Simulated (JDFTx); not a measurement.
Part of a log of JDFTx (a modified build) for hydrogen chloride, HCl (SMILES Cl), charge 0, multiplicity 1 (PBE, GBRV ultrasoft potentials, plane waves to 20/100 Ha):

```
unit cell volume = 5739.46
Chosen fftbox size, S = [  96  80  80  ]
unit cell volume = 5739.46
Chosen fftbox size, S = [  80  72  72  ]
  'Cl' pseudopotential, 'SLA  PW   PBX  PBC' functional
  7 valence electrons, 2 orbitals, 6 projectors, 909 radial grid points, with lMax = 2
  'H' pseudopotential, 'SLA  PW   PBX  PBC' functional
  1 valence electrons, 1 orbitals, 2 projectors, 615 radial grid points, with lMax = 0
Initialized 2 species with 2 total atoms.
Folded 1 k-points by 1x1x1 to 1 k-points.
nElectrons:   8.000000   nBands: 4   nStates: 1
average nbasis = 24555.000 , ideal nbasis = 24519.404
Correction to mu due to finite nuclear width = -0.00138299
   Cavity determined by nc: 0.00037 and sigma: 0.6
   Effective cavity tension: 5.4e-06 Eh/bohr^2 to account for cavitation and dispersion.
[...]
	Linear fluid (dielectric constant: 78.4, screening length: 4.0613 Bohr) occupying 0.931603 of unit cell:	Completed after 22 iterations
[... later lines of the fluid solver are left out ...]
ElecMinimize: Iter:   0  Etot: -15.640815510729091  |grad|_K:  8.357e-05  alpha:  1.000e+00
ElecMinimize: Iter:   1  Etot: -15.641867359855436  |grad|_K:  4.530e-05  alpha:  1.526e+00  linmin: -1.557e-02
ElecMinimize: Iter:   2  Etot: -15.642097360201394  |grad|_K:  2.034e-05  alpha:  1.130e+00  linmin: -5.731e-04
ElecMinimize: Iter:   3  Etot: -15.642141557915686  |grad|_K:  8.358e-06  alpha:  1.088e+00  linmin:  1.765e-03
ElecMinimize: Iter:   4  Etot: -15.642148440457326  |grad|_K:  3.515e-06  alpha:  1.004e+00  linmin:  4.333e-03
ElecMinimize: Iter:   5  Etot: -15.642149562923775  |grad|_K:  1.492e-06  alpha:  9.278e-01  linmin: -2.075e-03
ElecMinimize: Iter:   6  Etot: -15.642149780877833  |grad|_K:  6.517e-07  alpha:  9.950e-01  linmin: -7.103e-03
ElecMinimize: Iter:   7  Etot: -15.642149808089513  |grad|_K:  3.294e-07  alpha:  7.412e-01  linmin: -1.781e-01
ElecMinimize: Iter:   8  Etot: -15.642149819709202  |grad|_K:  2.231e-07  alpha:  9.621e-01  linmin:  5.338e-05
ElecMinimize: Converged (|Delta Etot|<1.000000e-07 for 2 iters).

# Energy components:
   A_diel =       -0.0063118068090700
   Eewald =       -2.1186260679915017
       EH =       10.9242884700431109
     Eloc =      -29.4820137584728990
      Enl =        2.4046868943064723
      Exc =       -5.0375823606823271
 Exc_core =        1.6221664168070291
       KE =        6.0512423930899839
-------------------------------------
     Etot =      -15.6421498197092017


	eMin: -0.770953 at state 0 ( [ +0.000000 +0.000000 +0.000000 ] spin 0 )
	HOMO: -0.289575 at state 0 ( [ +0.000000 +0.000000 +0.000000 ] spin 0 )
```

Q: Which solvation model was used?
(A) SCCS (cation parameters)
(B) SaLSA
(C) soft-sphere model
(D) linear PCM (GLSSA13)

A: D, linear PCM (GLSSA13). The liquid was water (dielectric constant 78.4), 2 M NaF.
